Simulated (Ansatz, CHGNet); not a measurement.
# How well does each level of theory give the elastic constant C44 of fcc Pt?

Reference value: 77.4 GPa (measured, 0 K, low-temperature values given for 0 K; zero-point effects included; as tabulated in Li et al. (2021), arXiv:2102.01972).

Problem. Put these levels in order of the elastic constant C44 that they give for fcc Pt, smallest first: CHGNet 0.3.0, PBE (Ansatz, an electronic-structure program), PBEsol (Ansatz), PBEsol+SOC (Ansatz), r²SCAN (Ansatz).

Solution. CHGNet 0.3.0 (46.4 GPa), r²SCAN (58.7 GPa), PBE (61.7 GPa), PBEsol (76.3 GPa), PBEsol+SOC (79.1 GPa)

Unless a cell is named, each level is at its own relaxed cell (CHGNet 0.3.0 15.72, PBE 15.64, PBEsol 15.04, PBEsol+SOC 15.06, r²SCAN 15.29 Å³/atom).

Differences against the reference: CHGNet 0.3.0 -40 %, PBE -20 %, PBEsol -1.4 %, PBEsol+SOC +2.2 %, r²SCAN -24 %.

The reference isn't brought to a static lattice, while the calculations are for one, so the differences are not the levels' errors alone. The crystal itself was run without spin with r²SCAN, PBE, PBEsol; a magnetic state was not tried in these runs. Density-functional levels without +SOC have no spin–orbit coupling. Each level is taken at its own relaxed cell. Cutoffs differ between the levels. Ansatz's density-functional and Hartree–Fock values are scalar-relativistic unless marked +SOC, with PAW data made under PBE.

Machine-learned potentials (CHGNet 0.3.0) are trained on DFT data: a solid inside that data is no test of them.

Differences are worked out from the printed values.
